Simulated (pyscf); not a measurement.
**Four-centre exchange: H₂B–F + ammonia (NH₃) -> H₂N–BH–F + hydrogen (H₂)**

Gas phase, singlet surface, charge 0. Bonds broken: B1–H3, N5–H6. Bonds formed: B1–N5, H3–H6. Single points on ωB97X-D3(BJ)/def2-SVP structures (PySCF, gas phase).

Transition state (Å):

```xyz
8

B     -1.1658    -0.1306    -0.1221
F     -1.8131     0.8883     0.5139
H     -0.1881    -0.6197     0.7855
H     -1.7854    -1.1265    -0.4338
N     -0.1202     0.3266    -1.1968
H      0.2675    -0.3113    -0.0690
H     -0.2271    -0.0129    -2.1476
H      0.1193     1.3147    -1.1653
```

One imaginary mode, 1461i cm⁻¹; descent along it reached the two sides named, in the forms told below.

| bond | change | reactant side (Å) | saddle | product side |
|---|---|---|---|---|
| B1–H3 | breaks | 1.230 | 1.421 | 3.3 |
| N5–H6 | breaks | 1.021 | 1.352 | 4.3 |
| B1–N5 | forms | 1.676 | 1.568 | 1.396 |
| H3–H6 | forms | 2.578 | 1.016 | 0.760 |

Electronic energies relative to the separated reactants (kJ/mol):

| level | barrier | reaction energy | reverse barrier |
|---|---|---|---|
| ωB97X-D3(BJ)/def2-TZVP | 66.9 | -118.3 | 185.2 |
| PBE/def2-TZVP | 37.5 | -123.4 | 160.9 |
| r²SCAN/def2-TZVP | 44.7 | -127.9 | 172.5 |
| B3LYP-D3(BJ)/def2-TZVP | 66.8 | -122.4 | 189.2 |
| PBE0-D3(BJ)/def2-TZVP | 44.2 | -122.3 | 166.6 |
| M06-2X/def2-TZVP | 63.0 | -127.7 | 190.6 |
| ωB97M-D3(BJ)/def2-TZVP | 64.6 | -120.4 | 185.0 |
| HF/def2-TZVP | 144.2 | -104.6 | 248.8 |

With ωB97M-D3(BJ)/def2-TZVP energies and thermal terms (ideal gas, 1 atm, RRHO with modes under 100 cm⁻¹ raised to 100, one conformer, R ln 2 for chiral ones without a mode under 150 cm⁻¹), in kJ/mol:

```tsv
T (K)	ΔH‡	ΔG‡	ΔH	ΔG
298	59.3	102.2	-131.8	-123.7
600	59.1	146.1	-127.1	-117.2
900	61.8	189.0	-122.9	-113.2
1200	65.3	230.9	-119.6	-110.4
```

On the reactant side the descent ends in an adduct with a B–N contact, 97.7 kJ/mol under the separated species and 164.7 kJ/mol under the saddle at ωB97X-D3(BJ)/def2-TZVP. What is counted as formed (B–N) is already present as a longer contact in the reactant adduct; forming that adduct is a step of its own. At the saddle there is also a short B–H contact that neither side keeps. The same reactants have a lower exit, to H₂B–NH₂ + HF (barrier +38.6 kJ/mol at ωB97M-D3(BJ)/def2-TZVP, against +64.6 kJ/mol here). One saddle was located; it need not be the lowest between these sides.
